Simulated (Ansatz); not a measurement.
One starting cell of Ni (a generated cell, Ni placed in the AFLOW prototype A_hR2_166_c (A7, as in As)) was relaxed twice with Ansatz (plane waves, PAW, scalar-relativistic): with r2SCAN at 500 eV and with PBE at 420 eV. The r2SCAN result:

```cif
data_Ni
_chemical_formula_sum 'Ni1'
_space_group_name_H-M_alt 'P 1'
_space_group_IT_number 1
_cell_length_a 2.46059
_cell_length_b 2.46059
_cell_length_c 2.46059
_cell_angle_alpha 60.000
_cell_angle_beta 60.000
_cell_angle_gamma 60.000
loop_
_space_group_symop_operation_xyz
  'x, y, z'
loop_
_atom_site_label
_atom_site_type_symbol
_atom_site_fract_x
_atom_site_fract_y
_atom_site_fract_z
_atom_site_occupancy
Ni1 Ni 0.50000 0.50000 0.50000 1
```

```json
[
 {"quantity": "space group", "r2SCAN": "Fm-3m", "PBE": "Fm-3m"},
 {"quantity": "volume (Å³/atom)", "r2SCAN": "10.53", "PBE": "10.89"},
 {"quantity": "a (Å)", "r2SCAN": "3.480", "PBE": "3.519"},
 {"quantity": "gap (eV, no spin-orbit coupling)", "r2SCAN": "0.00", "PBE": "0.00"},
 {"quantity": "spin order", "r2SCAN": "ferromagnetic", "PBE": "ferromagnetic"},
 {"quantity": "net moment (μB/atom)", "r2SCAN": "0.74", "PBE": "0.63"}
]
```

Both levels end in the same structure; PBE's volume is 3.4 % larger. Neither column is exact.

Spin states reached: ferromagnetic; spin orders were not searched systematically. r2SCAN tends to overstate moments in metals.

Measured for Ni: a 3.508 Å (static lattice; corrected from measurement; as listed in Daniel Mejia-Rodriguez, S. B. Trickey, Phys. Rev. B (2018)). Computed minus measured — a: r2SCAN -0.8 %, PBE +0.3 %. The computed values are for a static lattice.

The run could not lose the symmetry of its start; a randomly shaken copy of 2 atoms returns to this structure.

Ansatz is an electronic-structure program.
